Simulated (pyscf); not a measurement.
## Four-centre exchange: :HSi–Cl [singlet] + hydrogen chloride (HCl) -> :HSi–Cl [singlet] + hydrogen chloride (HCl)

Gas phase, singlet surface, charge 0. Bonds broken: Si1–Cl2, Cl4–H5. Bonds formed: Si1–Cl4, Cl2–H5. Structures and frequencies: ωB97X-D3(BJ)/def2-SVP in PySCF. Correlated levels are frozen-core, on RHF or UHF. ΔMP2 is the change of the MP2 total energy from the triple- to the quadruple-zeta basis.

Transition state (Å):

```xyz
5

Si    -0.4728    -0.8692    -1.1350
Cl    -1.2390     0.1342     0.8634
H     -0.8572    -2.2369    -0.5936
Cl    -2.7404    -0.4365    -1.6431
H     -2.3658    -0.0020    -0.1986
```

One imaginary mode, 688i cm⁻¹; descent along it reached the two sides named, in the forms told below.

| bond | change | reactant side (Å) | saddle | product side |
|---|---|---|---|---|
| Si1–Cl2 | breaks | 2.129 | 2.364 | 2.8 |
| Cl4–H5 | breaks | 1.291 | 1.554 | 2.7 |
| Si1–Cl4 | forms | 2.8 | 2.364 | 2.129 |
| Cl2–H5 | forms | 2.7 | 1.554 | 1.291 |

Electronic energies relative to the separated reactants (kcal/mol):

```json
[
 {"level": "ωB97X-D3(BJ)/def2-TZVP", "barrier": "1.6", "reaction energy": "0.0", "reverse barrier": "1.6"},
 {"level": "PBE/def2-TZVP", "barrier": "-3.1", "reaction energy": "0.0", "reverse barrier": "-3.1"},
 {"level": "r²SCAN/def2-TZVP", "barrier": "-1.7", "reaction energy": "0.0", "reverse barrier": "-1.7"},
 {"level": "B3LYP-D3(BJ)/def2-TZVP", "barrier": "1.7", "reaction energy": "0.0", "reverse barrier": "1.7"},
 {"level": "PBE0-D3(BJ)/def2-TZVP", "barrier": "-1.4", "reaction energy": "0.0", "reverse barrier": "-1.4"},
 {"level": "M06-2X/def2-TZVP", "barrier": "2.8", "reaction energy": "0.0", "reverse barrier": "2.8"},
 {"level": "ωB97M-D3(BJ)/def2-TZVP", "barrier": "3.9", "reaction energy": "0.0", "reverse barrier": "3.9"},
 {"level": "HF/def2-TZVP", "barrier": "21.4", "reaction energy": "0.0", "reverse barrier": "21.4"},
 {"level": "MP2/def2-QZVPP", "barrier": "2.4", "reaction energy": "0.0", "reverse barrier": "2.4"},
 {"level": "CCSD/def2-TZVPP", "barrier": "9.9", "reaction energy": "0.0", "reverse barrier": "9.9"},
 {"level": "CCSD(T)/def2-TZVPP", "barrier": "6.8", "reaction energy": "0.0", "reverse barrier": "6.8"},
 {"level": "CCSD(T)/def2-TZVPP + ΔMP2(QZVPP)", "barrier": "6.0", "reaction energy": "0.0", "reverse barrier": "6.0"}
]
```

With CCSD(T)/def2-TZVPP + ΔMP2(QZVPP) energies and thermal terms (ideal gas, 1 atm, RRHO with modes under 100 cm⁻¹ raised to 100, one conformer, R ln 2 for chiral ones without a mode under 150 cm⁻¹), in kcal/mol:

```json
[
 {"T (K)": "298", "ΔH‡": "4.7", "ΔG‡": "15.0", "ΔH": "0.0", "ΔG": "0.0"},
 {"T (K)": "600", "ΔH‡": "4.7", "ΔG‡": "25.5", "ΔH": "0.0", "ΔG": "0.0"},
 {"T (K)": "900", "ΔH‡": "5.2", "ΔG‡": "35.8", "ΔH": "0.0", "ΔG": "0.0"},
 {"T (K)": "1200", "ΔH‡": "5.7", "ΔG‡": "45.9", "ΔH": "0.0", "ΔG": "0.0"}
]
```

On the reactant side the descent ends in a complex, 7.2 kcal/mol under the separated species and 8.8 kcal/mol under the saddle at ωB97X-D3(BJ)/def2-TZVP. On the product side the descent ends in a complex, 7.2 kcal/mol under the separated species and 8.8 kcal/mol under the saddle at ωB97X-D3(BJ)/def2-TZVP. At PBE, r²SCAN, PBE0-D3(BJ) the saddle lies under the separated reactants, which points to a path from their complex (located at ωB97X-D3(BJ) alone). At PBE, r²SCAN, PBE0-D3(BJ) the saddle lies under the separated products, which points to a path from their complex (located at ωB97X-D3(BJ) alone). One saddle was located; it need not be the lowest between these sides. The CCSD(T) − MP2 part came from Ansatz, without density fitting, on the same reference.
